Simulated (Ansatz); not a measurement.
Rock-salt SnTe (cubic form, which distorts at low temperature) was calculated with B3LYP (VWN-RPA form) (Ansatz, an electronic-structure program, plane waves, PAW).

Numerical settings: plane-wave cutoff 520 eV, 8×8×8 k mesh, scalar-relativistic PAW data made under PBE.

Cell (relaxed at this level):

```xyz
2
Lattice="0.0000 3.2627 3.2627 3.2627 0.0000 3.2627 3.2627 3.2627 0.0000" Properties=species:S:1:pos:R:3 pbc="T T T"
Sn     0.0000     0.0000     0.0000
Te     3.2627     3.2627     3.2627
```

Give the computed Voigt–Reuss–Hill shear modulus (Hill average), elastic constant C44, Voigt–Reuss–Hill bulk modulus, elastic constant C11 and elastic constant C12.


- Voigt–Reuss–Hill shear modulus (Hill average): 26.3 GPa
- elastic constant C44: 17.9 GPa
- Voigt–Reuss–Hill bulk modulus: 37.2 GPa
- elastic constant C11: 98.1 GPa
- elastic constant C12: 6.79 GPa

Measured, for comparison: elastic constant C44 9.69 GPa, elastic constant C11 109 GPa, elastic constant C12 2.1 GPa (temperature not stated, not corrected to a static lattice; as tabulated in Oses et al. (2018), arXiv:1811.08464). Computed (rounded) less measured: elastic constant C44 +85 %, elastic constant C11 -10 %, elastic constant C12 +223 %.

Note: symmetry holds this phase in the static calculation, where it need not be a minimum.

Elastic constants are with the ions relaxed.

Spin–orbit coupling is not included.

Computed values are for the static lattice.

Cost on a shared machine: very roughly 90 core-minutes.
